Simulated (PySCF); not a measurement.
Compound: C2H2FS (charge -1).
SMILES: `C=C(F)[S-]`

Structure optimised with GFN2-xTB, isolated species.

Masses are those of the commonest isotopes; rigid-rotor values at the optimised geometry. 

(1) What are A, B and C (MHz)?

(2) What kind of rotor is it?

(3) Is it planar, by Δ = Ic − Ia − Ib?

(4) List the rotational levels J(Ka,Kc) to J = 5 (MHz).

(5) Estimate the classical rotational partition function at 10 K, 25 K and 298.15 K.

Results:

(1) Ia = 46.61, Ib = 99.33, Ic = 145.94 u·Å²; 505379 MHz·u·Å²/I gives A = 10843, B = 5088, C = 3463 MHz.

(2) An asymmetric top. Ray's parameter κ = (2B − A − C)/(A − C) = -0.560; −1 is the prolate and +1 the oblate limit.

(3) Planar: Δ = Ic − Ia − Ib = 0.00 u·Å². For a rigid frame Δ = −2 Σ m c², so it vanishes when all atoms lie in the ab plane; here none is more than 0.01 Å from it.

(4) Above 0(0,0):
J = 1: 1(0,1) 8551, 1(1,1) 14306, 1(1,0) 15930
J = 2: 2(0,2) 25354, 2(1,2) 29782, 2(1,1) 34657, 2(2,1) 51922, 2(2,0) 52220
J = 3: 3(0,3) 49874, 3(1,3) 52825, 3(1,2) 62539, 3(2,2) 77573, 3(2,1) 79003, 3(3,1) 110582, 3(3,0) 110617
J = 4: 4(0,4) 81553, 4(1,4) 83271, 4(1,3) 99281, 4(2,3) 111542, 4(2,2) 115492, 4(3,2) 145291, 4(3,1) 145530, 4(4,1) 190819, 4(4,0) 190822
J = 5: 5(0,5) 120066, 5(1,5) 120966, 5(1,4) 144419, 5(2,4) 153635, 5(2,3) 161798, 5(3,3) 188757, 5(3,2) 189676, 5(4,2) 234233, 5(4,1) 234262, 5(5,1) 292729, 5(5,0) 292729
Those of J = 1 are B + C, A + C and A + B.

(5) Point group Cs, symmetry number σ = 1; q = (√π/σ)·√((kT/h)³/(ABC)), k/h = 20836.6 MHz/K: 386 at 10 K, 1520 at 25 K, 62800 at 298.15 K.

Not checked by GFN2-xTB frequencies. No vibrational averaging or centrifugal distortion is included, and the geometry carries the error of its method.

All values are computed, not measured.
